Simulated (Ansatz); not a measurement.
**Ba: which structure is lowest?**

Method: DFT, r2SCAN, plane waves (500 eV) with PAW, scalar-relativistic (Ansatz). The PAW files were generated under PBE, with cores re-solved for the functional.

Each structure is relaxed within its own symmetry, so a high-lying one may be dynamically unstable.

```tsv
structure	ΔE (meV/atom)	V (Å³/atom)	cell	magnetic state
bcc	0	65.30	a = 5.074 Å	spin not included
hcp	32	66.35	a = 4.527 Å, c = 7.476 Å (c/a = 1.651)	spin not included
fcc	34	66.97	a = 6.446 Å	spin not included
dhcp	35	66.89	a = 4.552 Å, c = 14.911 Å (c/a = 3.276)	spin not included
A15	54	66.88	a = 8.118 Å	spin not included
omega (AlB2-type)	58	66.46	a = 7.321 Å, c = 4.296 Å (c/a = 0.587)	spin not included
beta-Sn type	132	60.10	a = 7.620 Å, c = 4.140 Å (c/a = 0.543)	spin not included
simple cubic	241	59.72	a = 3.909 Å	spin not included
diamond	858	54.53	a = 7.584 Å	spin not included
```

ΔE counts from bcc.

Differences under about 8 meV lie within the error of the k-point mesh.
